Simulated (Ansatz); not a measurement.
# Worked example: correlation energy of BNSi, triplet

Geometry: a PBE0/def2-TZVP stationary point for this spin, not checked as a minimum.

```xyz
3

B     0.0000    0.0000   -1.4078
N     0.0000    0.0000   -0.1333
Si    0.0000    0.0000    1.5410
```

Basis cc-pVTZ; Ansatz 0.2.0. Only valence electrons are correlated (noble-gas cores frozen), which leaves 12 electrons in 87 orbitals. R marks a restricted (for open shells ROHF) determinant, U an unrestricted one.

Full CI isn't at hand for all of this; UCCSDT(Q) serves as the reference, and is uncertain by about the last step of the cluster series.

Unrestricted rows (U) aren't spin-pure: their determinants' ⟨S²⟩ exceeds S(S+1) by up to 0.14, so they mix in states of higher spin.

Runs differ by some tens of microhartree through their thresholds and, for an open shell, their frozen cores, so steps under 0.03 kcal/mol mean nothing.

| level | total energy (hartree) |
| --- | --- |
| UHF | -368.024332 |
| UMP2 | -368.346971 |
| UCCSD | -368.369700 |
| UCCSD(T) | -368.388816 |
| UCCSDT | -368.390086 |
| UCCSDT(Q) | -368.391676 |

Problem. What is the correlation energy at UCCSDT(Q), and what share of it do UMP2 and UCCSD(T) recover?

Solution. E(corr) = -368.391676 − (-368.024332) = -0.367344 hartree = -9.996 eV. UMP2: -0.322639 / -0.367344 = 87.83 %. UCCSD(T): -0.364484 / -0.367344 = 99.22 %.

Problem. By how many kcal/mol does UCCSD(T) miss UCCSDT(Q) (1 hartree = 627.509 kcal/mol), and which steps make up the rest?

Solution. -368.388816 − (-368.391676) = 0.002860 hartree = 1.79 kcal/mol. Steps: UCCSDT − UCCSD(T) = -0.80, UCCSDT(Q) − UCCSDT = -1.00 kcal/mol. Differences between like states or geometries often cancel part of this.
